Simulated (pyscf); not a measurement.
Thermochemistry of product channels of `[CH3][Ga]([F])[F]` + `[H]` [doublet] on the doublet surface, in kcal/mol, from CCSD(T)/def2-TZVPP + ΔMP2(QZVPP) energies (ideal gas, 1 atm, RRHO with modes under 100 cm⁻¹ raised to 100, one conformer, R ln 2 for chiral ones without a mode under 150 cm⁻¹). Structures and frequencies: ωB97X-D3(BJ)/def2-SVP in PySCF. MP2 and CC: frozen core, UHF for open shells. ΔMP2 is the change of the MP2 total energy from the triple- to the quadruple-zeta basis.

```tsv
products	ΔE	ΔH(298 K)	ΔG(298 K)	ΔG(600 K)
`[CH3][Ga][F]` [doublet] + `[FH]`	-7.2	-3.6	-6.3	?
`[CH4]` + `[F][Ga][F]` [doublet]	-28.0	-23.6	-25.3	?
```

### Question
Fill in the missing entries.

### Answer

- `[CH3][Ga][F]` [doublet] + `[FH]`, ΔG(600 K): -8.7
- `[CH4]` + `[F][Ga][F]` [doublet], ΔG(600 K): -26.3

These are energies of the channels, which say nothing of barriers. The CCSD(T) − MP2 part came from Ansatz, without density fitting, on the same reference. The frozen core leaves the outer d or s,p core shells of the metals and heavy elements correlated in the MP2 and CC values, and def2-TZVPP describes them poorly, which can shift differences by a few kcal/mol. Elements up to Kr have no core potential and no relativistic terms here.
